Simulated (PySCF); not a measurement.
Molecule: trimethyl amine, C₃H₉N (charge 0, singlet). SMILES: CN(C)C
Geometry from a B3LYP-D3(BJ)/def2-TZVP (Ansatz) optimisation:
```
N
C 1 1.4503
H 2 1.0911 1 109.85
H 2 1.0911 3 108.21 1 119.93
H 2 1.1055 3 108.00 4 116.68
C 1 1.4503 2 111.65 3 176.58
H 6 1.0911 1 109.85 2 -176.58
H 6 1.0911 7 108.21 1 -119.93
H 6 1.1055 7 108.00 8 -116.68
C 1 1.4503 2 111.65 3 -57.65
H 10 1.0911 1 109.85 2 176.58
H 10 1.0911 11 108.21 1 119.93
H 10 1.1055 11 108.00 12 116.68
```
Charge 0, spin multiplicity 1.

Dispersion corrections to the total energy (kcal/mol) from the dftd3 and dftd4 libraries through PySCF: D3(BJ) without and D4 with the three-body term, each with the damping fitted for the functional named.

| functional | D3(BJ) | D4 |
|---|---|---|
| PBE0 | -4.43 | -4.01 |
| revPBE | -14.05 | (withheld) |
| BLYP | -10.82 | -11.02 |
| LC-wPBE | -4.62 | (withheld) |
| B2PLYP | (withheld) | -3.37 |
| HF | -41.73 | -19.28 |
| r2SCAN | -1.46 | -1.23 |

**Question.** What belongs in the gaps?

**Answer.** 
- revPBE, D4: -17.97
- LC-wPBE, D4: -5.30
- B2PLYP, D3(BJ): -3.84
